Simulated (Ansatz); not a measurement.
BaCu2SnS4 (P3₁21, No. 152; cell taken from a computed entry) was calculated with r²SCAN+SOC in Ansatz (plane waves, PAW).

Run with plane-wave cutoff 560 eV, 6×6×2 k mesh (along the axes of the cell as run), Fermi–Dirac smearing 0.01 eV, PAW data made under PBE.

Cell (relaxed with PBEsol):

```cif
data_Ba3Cu6S12Sn3
_chemical_formula_sum 'Ba3 Cu6 Sn3 S12'
_space_group_name_H-M_alt 'P 1'
_space_group_IT_number 1
_cell_length_a 6.32383
_cell_length_b 6.32383
_cell_length_c 15.53751
_cell_angle_alpha 90.000
_cell_angle_beta 90.000
_cell_angle_gamma 120.000
loop_
_space_group_symop_operation_xyz
  'x, y, z'
loop_
_atom_site_label
_atom_site_type_symbol
_atom_site_fract_x
_atom_site_fract_y
_atom_site_fract_z
_atom_site_occupancy
Ba1 Ba 0.42928 0.42928 0.50000 1
Ba2 Ba 0.57072 0.00000 0.83333 1
Ba3 Ba 0.00000 0.57072 0.16667 1
Cu1 Cu 0.37331 0.43510 0.74558 1
Cu2 Cu 0.56490 0.93821 0.07891 1
Cu3 Cu 0.06179 0.62669 0.41224 1
Cu4 Cu 0.43510 0.37331 0.25442 1
Cu5 Cu 0.93821 0.56490 0.92109 1
Cu6 Cu 0.62669 0.06179 0.58776 1
Sn1 Sn 0.70334 0.00000 0.33333 1
Sn2 Sn 0.00000 0.70334 0.66667 1
Sn3 Sn 0.29666 0.29666 0.00000 1
S1 S 0.76627 0.64999 0.33571 1
S2 S 0.35001 0.11628 0.66904 1
S3 S 0.88372 0.23373 0.00237 1
S4 S 0.64999 0.76627 0.66429 1
S5 S 0.11628 0.35001 0.33096 1
S6 S 0.23373 0.88372 0.99763 1
S7 S 0.93938 0.43520 0.54560 1
S8 S 0.56480 0.50417 0.87893 1
S9 S 0.49583 0.06062 0.21227 1
S10 S 0.43520 0.93938 0.45440 1
S11 S 0.50417 0.56480 0.12107 1
S12 S 0.06062 0.49583 0.78773 1
```

Q: Predict the band gap.

A: 
- band gap: 0.72 eV (on the SCF k mesh)

Note: cell and atoms aren't relaxed at this level (largest force component 0.26 eV/Å, pressure 1.9 GPa).

Static lattice: no zero-point or thermal effects.

Ansatz is an electronic-structure program.
